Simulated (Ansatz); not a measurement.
## What a trial cell of Ir2F relaxes into

Computed with Ansatz 0.2.0, DFT PBE, scalar-relativistic, plane waves, PAW. Cutoff 420 eV, Γ-centred k mesh, Gaussian smearing, collinear spin, first started from parallel moments.

Ir2F was placed on the cubic Laves (C15) structure type (Fd-3m, No. 227), with F in place of Mg, Ir in place of Cu, at a guessed volume.

```
Ir F
1.0
     0.00000    3.35506    3.35506
     3.35506    0.00000    3.35506
     3.35506    3.35506    0.00000
Ir F
4 2
Direct
  0.62500 0.62500 0.62500
  0.12500 0.62500 0.62500
  0.62500 0.62500 0.12500
  0.62500 0.12500 0.62500
  0.00000 0.00000 0.00000
  0.25000 0.25000 0.25000
```

Cell and atoms relax at zero pressure; the relaxation can't lower the symmetry of the start. After a coarse first stage the cell is made exact in the group found at 0.06 Å.

The zero of energy is the elements' standard structures at the same level (F₂ as a molecule); no fitted shifts are applied.

Question: What does it relax into?

Answer: It keeps Fd-3m (No. 227). The result has the cubic Laves (C15) structure. Conventional cell: a = 7.323 Å. Around Ir lie 6 Ir at 2.59 Å and 6 F at 3.04 Å; F has 12 Ir at 3.04 Å and 4 F at 3.17 Å.

Space group Fd-3m:1 (No. 227). a = 7.323 Å, b = 7.323 Å, c = 7.323 Å, α = 90.00°, β = 90.00°, γ = 90.00°
```json
{"atom": "Ir", "site": "16c", "symmetry": ".-3m", "x": "0.1250", "y": "0.1250", "z": "0.1250"}
{"atom": "F", "site": "8b", "symmetry": "-43m", "x": "0.0000", "y": "0.0000", "z": "0.5000"}
```

Question: What are its volume, energy, gap and moment?

Answer: The volume per atom is 16.36 Å³. The density is 13.65 g/cm³ and the energy over the elements is 0.91 eV/atom. The gap on the 10×10×10 mesh is 0 eV (a metal) and the net moment per atom is 0.97 μB. The largest site moment is 1.15 μB.

The final run used a 10×10×10 mesh on its 6-atom cell and 0.10 eV smearing. The k mesh leaves about 4 meV/atom of noise in metals. Spin–orbit coupling is left out. Symmetry constrained the relaxation, so the result can be a saddle point.

Cost: 3 runs of about 3 core-minutes in all, on Arm Neoverse V2 (shared hosts).